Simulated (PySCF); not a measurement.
# Atomic charges against the basis set

Compound: C5H7Cl.
Cartesian coordinates in Å at the PBE0-D3(BJ)/def2-SVP level; atoms count from 1:
```xyz
13
C5H7Cl angstrom
C      2.7754   -0.2096    0.2367
C      1.4703   -0.4941    0.3624
Cl     1.0116   -1.8123    1.4105
C      0.4246    0.2438   -0.3353
C     -0.9152    0.1184   -0.3298
C     -1.7969   -0.8405    0.4097
H      3.0882    0.6099   -0.4136
H      3.5389   -0.7771    0.7691
H      0.8394    1.0353   -0.9680
H     -1.4373    0.8367   -0.9711
H     -2.8533   -0.6385    0.1874
H     -1.5849   -1.8856    0.1376
H     -1.6569   -0.7715    1.4989
```

PBE0 throughout (PySCF), one geometry, spherical d and f functions. Isolated species at its PBE0-D3(BJ)/def2-SVP geometry (one conformer only). The first 7 of 11 kinds of atom are listed.

Mulliken charges (e):

| basis | functions | C1 | C2 | Cl3 | C4 | C5 | C6 | H7 |
| --- | --- | --- | --- | --- | --- | --- | --- | --- |
| STO-3G | 41 | -0.160 | +0.015 | -0.117 | -0.091 | -0.063 | -0.244 | +0.095 |
| 6-31G | 72 | -0.345 | -0.244 | +0.127 | -0.119 | -0.152 | -0.541 | +0.181 |
| 6-31G* | 102 | -0.410 | -0.042 | -0.002 | -0.151 | -0.151 | -0.577 | +0.190 |
| def2-SVP | 123 | -0.033 | -0.063 | -0.109 | +0.021 | -0.151 | -0.018 | +0.052 |
| 6-311+G(2d,p) | 212 | -0.640 | +0.815 | +0.050 | -0.529 | +0.090 | -0.813 | +0.133 |
| def2-TZVP | 234 | -0.313 | +0.155 | -0.114 | -0.193 | -0.123 | -0.354 | +0.136 |

IAO charges (e):

```
        basis  functions      C1      C2     Cl3      C4      C5      C6      H7
       STO-3G         41  -0.260  -0.054  -0.030  -0.157  -0.109  -0.406  +0.144
        6-31G         72  -0.326  -0.001  -0.058  -0.172  -0.120  -0.449  +0.162
       6-31G*        102  -0.318  +0.002  -0.053  -0.168  -0.117  -0.428  +0.156
     def2-SVP        123  -0.319  +0.006  -0.044  -0.170  -0.114  -0.418  +0.152
6-311+G(2d,p)        212  -0.337  +0.005  -0.048  -0.176  -0.124  -0.441  +0.162
    def2-TZVP        234  -0.337  +0.005  -0.045  -0.176  -0.124  -0.440  +0.161
```

Q: Which scheme is steadiest as the basis changes?

A: Largest range over the bases for any column: IAO 0.08 e, Mulliken 1.06 e. IAO charges move least and Mulliken charges most, counted in e. Without the minimal STO-3G basis the ranges are IAO 0.03, Mulliken 1.06 e.

Q: How much do the charges still move between the two largest bases, 6-311+G(2d,p) and def2-TZVP?

A: At most, over all atoms: Mulliken 0.660 e, IAO 0.002 e.

Q: What do the same runs give for the total energy, the frontier levels and the dipole moment?

A: 
```tsv
basis	energy (Eh)	HOMO (eV)	LUMO (eV)	μ (D)
STO-3G	-647.1712	-4.95	1.52	1.69
6-31G	-654.4268	-6.49	-0.80	1.55
6-31G*	-654.4852	-6.44	-0.80	1.37
def2-SVP	-654.2268	-6.60	-1.00	1.14
6-311+G(2d,p)	-654.5760	-6.68	-1.21	1.26
def2-TZVP	-654.5925	-6.66	-1.15	1.22
```

The dipole is fixed by the density alone, so its range of 0.55 D shows that the density itself changes with the basis, not only its division among atoms.
